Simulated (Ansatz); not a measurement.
# RPA@PBE0/cc-pVDZ run of Si2NH6 (SMILES [SiH2]N[SiH3])

What is the vertical ionisation energy of Si2NH6 at RPA@PBE0/cc-pVDZ? 

Program for the calculation: Ansatz 0.2.0.

60 further runs of the same task are left out: 60 set aside as unsound or not needed.

### 1 The system as given

Si2NH6: 9 atoms, total charge 0, spin state doublet. As SMILES, `[SiH2]N[SiH3]`. The shape is that of a PBE0-D4/def2-TZVP optimisation. This is one conformer, not always the lowest.

Bond lengths: Si1–N2 1.730 Å, N2–Si3 1.731 Å, Si1–H4 1.491 Å, Si1–H5 1.494 Å, N2–H6 1.011 Å, Si3–H7 1.488 Å, Si3–H8 1.483 Å, Si3–H9 1.488 Å. Some angles: Si1–N2–Si3 128.1°, Si1–N2–H6 115.1°, Si3–N2–H6 116.2°, N2–Si1–H4 107.7°, N2–Si1–H5 108.7°, N2–Si3–H7 111.1°, N2–Si3–H8 107.0°, N2–Si3–H9 112.0°, H4–Si1–H5 110.7°, H7–Si3–H8 109.8°.

### 2 The energy at RPA@PBE0/cc-pVDZ

Contents of molecule.yaml:

```yaml
crystal:
  periodic: [false, false, false]
  atoms:
    - {symbol: Si, position_ang: [-1.200900, 0.925300, -0.948400]}
    - {symbol: N, position_ang: [0.196900, 0.625800, 0.025200]}
    - {symbol: Si, position_ang: [0.611700, -0.820500, 0.880200]}
    - {symbol: H, position_ang: [-1.616500, -0.372000, -1.554500]}
    - {symbol: H, position_ang: [-0.842900, 1.913400, -2.010900]}
    - {symbol: H, position_ang: [0.764100, 1.439300, 0.222200]}
    - {symbol: H, position_ang: [1.982600, -1.276500, 0.525400]}
    - {symbol: H, position_ang: [-0.378200, -1.853400, 0.488500]}
    - {symbol: H, position_ang: [0.571600, -0.627700, 2.355400]}
basis:
  gaussian: {orbitals: cc-pVDZ}
magnetization: {spin_polarized: true, initial_magnetization: 1}
hamiltonian: {xc: {name: PBE0}}
correlation: {method: rpa, frozen_orbitals: {H: 0, "N": 1, Si: 5}}
accuracy: high
```

Launch:

```bash
$ ansatz run molecule.yaml --threads 1 --pin off --max-ram 3480MiB --events-out events.jsonl --progress --plain --runs-dir runs
```

What it wrote:

```text
Warning: RAYON_NUM_THREADS=1 ignored (pool sized by the plan → 1); use --threads N
Functional definition: PBE0
  name "PBE0"
  parameter a = 0.25
  parameter kappa = 0.804
  parameter beta = 0.06672455060314922
  exchange = (1 - a)*pbe_x(kappa = kappa, mu = beta*pi^2/3) + a*exact_x
  correlation = pbe_c(beta = beta)
1930 factors; integrals over basis functions are off by at most 3.8e-9 eV
mean field evaluation 1: about -17328.8335 eV, gradient 3.4e1 eV
mean field evaluation 2: about -17328.9783 eV, gradient 3.4e1 eV
mean field evaluation 4: about -17333.5370 eV, gradient 5.1e0 eV
mean field evaluation 8: about -17333.7036 eV, gradient 2.5e-1 eV
mean field evaluation 16: about -17333.7041 eV, gradient 5.2e-4 eV
mean field -17333.70406451 eV, -637.0018751640 hartree, gradient 4.2e-8 eV, S^2 0.752230; 0 other end points of the search recorded, 0 dependent functions left out
11 core orbitals not correlated: weight in the atoms' cores, before any rotation towards them, 1.000 or more for the frozen orbitals, at most 0.000 for the correlated occupied ones
reference -17300.47797596 eV, -635.7808389313 hartree; 10, 9 occupied and 59, 60 virtual orbitals, 1930 factors
Total energy: -17316.60415759 eV, -636.3734651755 hartree
```

Run time: 18 s. Hardware: 1 thread of Arm Neoverse V1, shared host; peak memory 0.38 GiB.

### 3 The singlet cation at the same level

Contents of job.yaml:

```yaml
basis:
  gaussian:
    orbitals: cc-pVDZ
crystal:
  periodic: [false, false, false]
  atoms:
    - {symbol: Si, position_ang: [-1.200900, 0.925300, -0.948400]}
    - {symbol: "N", position_ang: [0.196900, 0.625800, 0.025200]}
    - {symbol: Si, position_ang: [0.611700, -0.820500, 0.880200]}
    - {symbol: H, position_ang: [-1.616500, -0.372000, -1.554500]}
    - {symbol: H, position_ang: [-0.842900, 1.913400, -2.010900]}
    - {symbol: H, position_ang: [0.764100, 1.439300, 0.222200]}
    - {symbol: H, position_ang: [1.982600, -1.276500, 0.525400]}
    - {symbol: H, position_ang: [-0.378200, -1.853400, 0.488500]}
    - {symbol: H, position_ang: [0.571600, -0.627700, 2.355400]}
total_charge: 1
hamiltonian:
  xc: {name: PBE0}
correlation:
  method: rpa
  frozen_orbitals: {H: 0, "N": 1, Si: 5}
accuracy: high
```

Launch:

```bash
$ ansatz run job.yaml --threads 1 --pin off --max-ram 3480MiB --events-out events.jsonl --progress --plain --runs-dir runs
```

What it wrote, shortened:

```text
Warning: RAYON_NUM_THREADS=1 ignored (pool sized by the plan → 1); use --threads N
[... 2 set-up lines as earlier in the session ...]
[...]
1929 factors; integrals over basis functions are off by at most 3.8e-9 eV
[...]
mean field -17326.15109374 eV, -636.7243086081 hartree, gradient 3.1e-8 eV, S^2 0.000000; 0 other end points of the search recorded, 0 dependent functions left out
11 core orbitals not correlated: weight in the atoms' cores, before any rotation towards them, 1.000 or more for the frozen orbitals, at most 0.000 for the correlated occupied ones
reference -17293.01031539 eV, -635.5064074671 hartree; 9, 9 occupied and 60, 60 virtual orbitals, 1929 factors
Total energy: -17309.17227340 eV, -636.1003484690 hartree
```

Wall time 12 s (1 thread of Arm Neoverse V1, shared host); peak memory 0.29 GiB.

### 4 Summary of results

Level: RPA@PBE0/cc-pVDZ, 11 core orbitals frozen.

```
                                          quantity          value
                      doublet Si2NH6: total energy  -636.37347 Eh
  doublet Si2NH6: RPA correlation energy (valence)     -592.6 mEh
 doublet Si2NH6: ⟨S²⟩ of the reference determinant          0.752
                      singlet cation: total energy  -636.10035 Eh
  singlet cation: RPA correlation energy (valence)     -593.9 mEh
vertical ionisation energy (to the singlet cation)       7.432 eV
```

What this shows: The vertical ionisation energy comes to 7.43 eV (717 kJ/mol). Only the singlet of the ionised species was computed; a triplet could lie lower.
